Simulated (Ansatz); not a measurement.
Molecule: C2H3O2 (charge -1, singlet). It need not be the lowest isomer of its formula. Whether it binds its extra electron was not tested at this geometry. 
Structure (B3LYP-D3(BJ)/def2-TZVP (Ansatz, an electronic-structure program) minimum search):
```xyz
7

C     -0.8678    -0.0284    -0.0847
O     -0.8880    -1.0509     0.5921
O      0.1457     0.6914    -0.4457
H     -1.8022     0.4233    -0.4779
C      1.5361     0.4322     0.0732
H      1.5986    -0.6595     0.1933
H      2.1324     0.6895    -0.8187
```
Charge -1, spin multiplicity 1.

Basis-set convergence of Hartree-Fock and CCSD(T) correlation energies (hartree) with Ansatz. Valence correlation only, unless marked. No spin-orbit coupling. No relativistic terms. This anion needs diffuse functions, which these sets lack.

```
basis    functions       E(HF)  E(corr, CCSD(T))  rough core time
-------  ---------  ----------  ----------------  ---------------
cc-pVDZ          -  -227.12573          -0.68966       under 20 s
cc-pVTZ        162  (withheld)        (withheld)             80 s
```

### Question
Some entries are withheld; supply them.

### Answer

- cc-pVTZ, E(HF): -227.20282
- cc-pVTZ, E(corr, CCSD(T)): -0.86076
